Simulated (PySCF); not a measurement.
1-hexene, C6H12.
Bonds: C1–C2 (double), C2–C3, C3–C4, C4–C5, C5–C6. Hydrogens: H7, H8 on C1; H9 on C2; H10, H11 on C3; H12, H13 on C4; H14, H15 on C5; H16, H17, H18 on C6.

A GFN2-xTB structure was refined with PBE0-D3(BJ)/def2-TZVP geometry optimisation, gas phase (PySCF). Its GFN2-xTB values:

| coordinate | GFN2-xTB |
| --- | --- |
| C1=C2 | 1.299 Å |
| C1–H7 | 1.068 Å |
| C1–H8 | 1.099 Å |
| C2–C3 | 1.479 Å |
| C2–H9 | 1.065 Å |
| C3–C4 | 1.577 Å |
| C3–H10 | 1.086 Å |
| C4–C5 | 1.499 Å |
| C4–H12 | 1.101 Å |
| C5–C6 | 1.529 Å |
| C5–H14 | 1.108 Å |
| C6–H16 | 1.101 Å |
| C1–C2–C3 | 123.4° |
| C2–C3–C4 | 112.2° |
| C3–C4–C5 | 111.9° |
| C4–C5–C6 | 110.8° |
| C1–C2–C3–C4 | -118° |
| C2–C3–C4–C5 | -179° |

Task: How do these coordinates change at the PBE0-D3(BJ)/def2-TZVP level?

Result: 
| coordinate | PBE0-D3(BJ)/def2-TZVP (Å or °) | change |
| --- | --- | --- |
| C3–C4 | 1.525 | -0.052 |
| C1=C2 | 1.325 | +0.026 |
| C2–H9 | 1.089 | +0.024 |
| C4–C5 | 1.519 | +0.020 |
| C1–H7 | 1.086 | +0.018 |
| C1–H8 | 1.084 | -0.015 |
| C5–H14 | 1.096 | -0.012 |
| C3–H10 | 1.098 | +0.012 |
| C2–C3 | 1.491 | +0.012 |
| C5–C6 | 1.518 | -0.011 |
| C6–H16 | 1.093 | -0.008 |
| C4–H12 | 1.096 | -0.005 |
| C4–C5–C6 | 112.9 | +2.1 |
| C1–C2–C3 | 125.2 | +1.8 |
| C3–C4–C5 | 113.1 | +1.2 |
| C2–C3–C4 | 112.8 | +0.6 |
| C2–C3–C4–C5 | -178 | +1 |
| C1–C2–C3–C4 | -119 | -1 |

The energy falls by 2.9 kcal/mol over 9 energy and gradient evaluations, the largest force component goes from 0.0388 to 1.5e-04 Eh/bohr, and the atoms move by 0.038 Å rms after alignment. The bond that changes most is C3–C4 (allylic carbon to chain CH2 carbon), which shortens by 0.052 Å. Bonds longer at the end by more than 0.005 Å: 8 of 17; shorter: 6. Rotational constants go from 13229, 1280, 1256 to 13637, 1260, 1237 MHz.

The run used 258 basis functions and 62 SCF cycles in all. Hardware: 2 threads, Intel Xeon at 2.50 GHz (x86_64), shared host with 64 logical CPUs at a one-minute load of 63. Cost: 7.7 min wall, 16 min CPU, 1.4 GiB resident at most.

Not checked by PBE0-D3(BJ)/def2-TZVP frequencies. The numbers are those of one conformer.

The values belong to the conformer `[CH2:1]=[CH:2][CH2:3][CH2:4][CH2:5][CH3:6]`: C1–C2–C3–C4 -119°, C2–C3–C4–C5 -178°, C3–C4–C5–C6 180°.
